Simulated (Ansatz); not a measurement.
input.yaml (Ansatz)

```yaml
crystal:
  lattice:
    - [0.0, 2.665359227, 2.665359227]
    - [2.665359227, 0.0, 2.665359227]
    - [2.665359227, 2.665359227, 0.0]
  atoms:
    - { symbol: Yb, position: [0.0, 0.0, 0.0], spin: 1.0, spin_axis: [0, 0, 1] }
hamiltonian:
  xc: revpbe
  pseudopotentials:
    kind: paw_fr
    azcp:
      Yb: "pseudopotentials/Yb.paw.azcp"
basis:
  ecutwfc: 420
  fft_grid_basis: typed
kpoints:
  mp_grid: { grid: [10, 10, 10], shift: [0, 0, 0] }
magnetization:
  noncollinear: true
  spin_orbit: true
scf:
  occupations: { method: fermi_dirac, width: 0.05 }
```

Terminal output

```
Engine: ansatz 0.2.0, aarch64-unknown-linux-gnu
Pseudopotentials: kind: paw_fr
Pseudopotential: Yb, paw_fr, valence charge 24, recommended cutoff 420 eV (normal) 
Functional definition: revPBE
  parameter kappa = 1.245
  parameter beta = 0.06672455060314922
  exchange = pbe_x(kappa = kappa, mu = beta*pi^2/3)
  correlation = pbe_c(beta = beta)
Crystal: 1 atoms, lattice volume = 37.870 Å³
Basis set: ecut = 420 eV, 725 PW (Γ)
Bands: 32, of which v1, the nominal top of the filled ones, is band 24 counted from 1 (23 counted from 0)
Symmetry: 8 space group operations + 8 with time reversal
Magnetic group: BNS 139.537 (UNI 1197), of the structure as read, at distance tolerance 3.4e-5 Å
k-points: 102 of 1000 (time reversal used)
Projection manifold: j_resolved (fully-relativistic pseudo-atomic orbitals)
Non-local potential: Yb, projectors of the file, l = 0: 3, l = 1: 4, l = 2: 4, l = 3: 6
PAW form: soft (Blöchl's): semilocal exchange-correlation on the pseudo side does not see the compensation charge
PAW frozen core: Yb, regenerated for the run's functional, and the local potential with it (the file was generated under x = pbe(κ = 0.804, μ = 0.2195149727645171), c = pbe(β = 0.06672455060314922))
PAW one-centre angular grid: Yb, 590 points (default); XC on 64 Gauss nodes
Initial density: superposition of atomic densities (chi_scale 0.1, normalization cell)
Starting moments: Σ|m| = 1 μB on 1 of 1 site
Initial wavefunctions: pseudopotential atomic-orbital guess
Functional: x = revpbe(κ = 1.245, μ = 0.2195149727645171), c = pbe(β = 0.06672455060314922)
iter 1 solved again at ethr=1.75e-4 eV; its pass at ethr=3.10e-3 eV (dr2=4.21e-2 eV) is discarded
SCF iter   1: F=—  HF=-13819.503390 eV  |F-HF|=—  |Δ(HF+E_count)|=         —  Δρ=7.71e-2  dr2=4.61e-2  dr2_m=5.16e-1  ethr=1.75e-4  |M|=2.99e-1 ∫|m|=3.00e-1 μB  |m|>n=0.0e0 m-floor=0.0e0 τ_xc=0.0e0 mc-row=0.0e0  β_m=0.30  ⟨swp⟩=2.0  Hψ=23521  notcnv=0
spin=Noncollinear: Kerker preconditioning applied to the charge; magnetization (m_x, m_y, m_z) channels mix plain (no charge-response kernel on spin).
SCF iter   2: F=—  HF=-13819.541455 eV  |F-HF|=—  |Δ(HF+E_count)|=   3.81e-2  Δρ=6.77e-2  dr2=4.33e-2  dr2_m=3.98e-1  ethr=1.75e-4  |M|=1.85e-1 ∫|m|=1.86e-1 μB  |m|>n=0.0e0 m-floor=0.0e0 τ_xc=6.1e-5 mc-row=0.0e0  β_m=0.30  ⟨swp⟩=2.0  Hψ=3774  notcnv=0
SCF iter   3: F=—  HF=-13819.580128 eV  |F-HF|=—  |Δ(HF+E_count)|=   3.87e-2  Δρ=3.18e-2  dr2=2.85e-1  dr2_m=8.82e-2  ethr=1.75e-4  |M|=3.00e-1 ∫|m|=3.03e-1 μB  |m|>n=0.0e0 m-floor=0.0e0 τ_xc=7.1e-5 mc-row=0.0e0  β_m=0.30  ⟨swp⟩=3.2  Hψ=6087  notcnv=0
SCF iter   4: F=—  HF=-13819.584949 eV  |F-HF|=—  |Δ(HF+E_count)|=   4.82e-3  Δρ=4.72e-2  dr2=6.80e-2  dr2_m=1.94e-1  ethr=1.75e-4  |M|=1.08e-1 ∫|m|=1.09e-1 μB  |m|>n=0.0e0 m-floor=0.0e0 τ_xc=8.7e-5 mc-row=0.0e0  β_m=0.30  ⟨swp⟩=3.6  Hψ=6872  notcnv=0  defer=113
...
SCF iter  20: F=—  HF=-13819.602391 eV  |F-HF|=—  |Δ(HF+E_count)|=   9.76e-8  Δρ=8.20e-6  dr2=1.48e-8  dr2_m=6.10e-9  ethr=4.17e-10  |M|=3.49e-4 ∫|m|=5.85e-4 μB  |m|>n=0.0e0 m-floor=0.0e0 τ_xc=2.2e-8 mc-row=0.0e0  β_m=0.90  ⟨swp⟩=3.0  Hψ=8410  notcnv=0
SCF iter  21: F=—  HF=-13819.602391 eV  |F-HF|=—  |Δ(HF+E_count)|=   5.87e-8  Δρ=4.12e-6  dr2=2.18e-9  dr2_m=1.51e-9  ethr=6.16e-11  |M|=1.48e-4 ∫|m|=3.00e-4 μB  |m|>n=0.0e0 m-floor=0.0e0 τ_xc=3.8e-9 mc-row=0.0e0  β_m=0.95  ⟨swp⟩=3.3  Hψ=8489  notcnv=0
SCF iter  22: F=—  HF=-13819.602391 eV  |F-HF|=—  |Δ(HF+E_count)|=   1.20e-8  Δρ=2.60e-6  dr2=2.12e-9  dr2_m=1.36e-10  ethr=9.10e-12  |M|=5.78e-5 ∫|m|=1.03e-4 μB  |m|>n=0.0e0 m-floor=0.0e0 τ_xc=2.1e-10 mc-row=0.0e0  β_m=0.95  ⟨swp⟩=3.9  Hψ=9075  notcnv=0
SCF iter  23: F=—  HF=-13819.602391 eV  |F-HF|=—  |Δ(HF+E_count)|=   1.17e-9  Δρ=6.12e-7  dr2=1.20e-10  dr2_m=3.28e-11  ethr=8.85e-12  |M|=2.69e-5 ∫|m|=4.43e-5 μB  |m|>n=0.0e0 m-floor=0.0e0 τ_xc=8.5e-11 mc-row=0.0e0  β_m=0.97  ⟨swp⟩=3.0  Hψ=8266  notcnv=0
SCF iter  24: F=-13819.602391 eV  HF=-13819.602391 eV  |F-HF|=1.64e-11  |Δ(HF+E_count)|=  4.11e-10  Δρ=2.17e-7  dr2=1.62e-11  dr2_m=2.79e-12  ethr=1.00e-12  |M|=6.65e-6 ∫|m|=1.11e-5 μB  |m|>n=0.0e0 m-floor=0.0e0 τ_xc=5.9e-12 mc-row=0.0e0  ⟨swp⟩=3.5  Hψ=8706  notcnv=0
WARN: the starting moments were not kept: the SCF closed with an absolute magnetisation of 1.1e-5 μB, where they sum to 1 μB in size (1 site). That is at most 0.1 of that sum. Measured as dr2_m measures the in/out step, that magnetisation stands 2.0e-11 eV from none, at or under the dr2_threshold of 1.0e-7 eV: it is no larger than a step whose dr2_m would equal this threshold. The system may hold no moment; this SCF shows only that its start led to no more than that. To try another start: raise the starting moments (crystal.atoms[].spin, magnetization.per_species, magnetization.initial_magnetization, or on a non-collinear deck that types none of these the spinor_matrix: blocks that start its atoms; where the total moment is fixed, keep their sum and leave initial_magnetization as it is; typed ones take the place of any that the run laid by itself, positive ones on a crystal's lanthanoids without a Hubbard term where scf.initial_density.shell_occupations: [] is typed) or, if the notice of its spin-set hold's release reads "site moments contracting" or "site moments show no strong build", lengthen the hold (scf.mixing.spin_hold: { on: { confirm: 4 } }; for m-r²SCAN on two components see the key's manual first). Each may lead to a state that holds a moment. A second SCF, from the converged charge density, with the starting moments and any scf.initial_density.shell_occupations laid on it anew, would have followed, and was not run: the deck does not ask for one (magnetization.retry_lost_moments is false, the default). To let it run, set magnetization.retry_lost_moments: true and run the deck again, where that key's refused combinations let it; where memory then withholds it, that run's warning says so.
SCF 1 converged in 24 iterations: F = -13819.602391 eV  dr2 = 1.62e-11
SCF converged after 24 iterations
Magnetization: |M| = 0.0000 μB,  M = (-0.0000, -0.0000, -0.0000) μB
Absolute magnetization: 0.0000 μB (∫|m|, with the PAW one-centre terms)
  site 0: m = (-0.0000, -0.0000, -0.0000) μB, |m| = 0.0000 μB  (R = 1.55 Å)
Free energy (F): -13819.602391 eV
Harris-Foulkes:  -13819.602391 eV  (|F-HF|=1.64e-11)
Internal energy: -13819.573614 eV  (E = F + TS)
E sigma→0 (E₀):  -13819.588002 eV
Entropy (-TS):   -0.028777 eV (-28.777 meV/atom)
Fermi energy:    10.157690 eV
--- Per-component energies (eV) ---
  E_band       = -23.558680
  E_kinetic    = 353.813942
  E_local      = -6385.172816  (includes V_loc(G=0)·N_el)
  E_nonlocal   = 546.110933
  E_hartree    = 2772.545100
  E_xc         = -163.097078
  E_vxc        = -202.625905  (∫ρ·V_xc dr)
  E_paw        = -7376.823156  (= ΣΔE_a)
  E_vpaw       = 119.224590  (= ΣTr[D̂ρ^β])
  E_aug_tail   = 0.000003  (compensation charges beyond the density's cutoff)
  E_ewald      = -3566.849766
  E_core_change = -0.100777  (= ΣΔE_core)
  E_smearing   = -0.028777  (= −TS)
  E_closure    = 0.000000  (closes the sum)
  Σ components = -13819.602391   (vs F -13819.602391, Δ=0.00e0)
```
